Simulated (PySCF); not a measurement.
Working out the ionisation energy of F

F [He] 2s2 2p5 (2P) → F⁺ [He] 2s2 2p4 (3P). Calculation: PySCF 2.14, in aug-cc-pVQZ-DK (6s5p4d3f2g, 80 functions); the spin-free X2C one-electron Hamiltonian (Gaussian nucleus). Frozen: 1s2. Energies in hartree (1 hartree = 27.21139 eV):

| part | F (lower) | F⁺ (upper) |
| --- | --- | --- |
| UHF | -99.501033 | -98.926316 |
| MP2 opposite-spin | -0.171877 | -0.122314 |
| MP2 same-spin | -0.052199 | -0.037688 |

Problem. What does Hartree-Fock give?

Solution. (-98.926316) − (-99.501033) = 0.574717 hartree = 15.639 eV.

Problem. What do MP2 and SCS-MP2 (6/5 opposite-spin, 1/3 same-spin) give?

Solution. The opposite-spin parts differ by 1.349 eV and the same-spin parts by 0.395 eV. MP2: 15.639 + (1.349) + (0.395) = 17.383 eV. SCS-MP2: 15.639 + 1.2 × (1.349) + (0.395)/3 = 17.389 eV.

Measured between the centres of the two terms (NIST): 17.427 eV, so MP2 (valence) is off by -0.044 eV.

What remains against the reference includes basis incompleteness, the frozen core and correlation beyond second order.
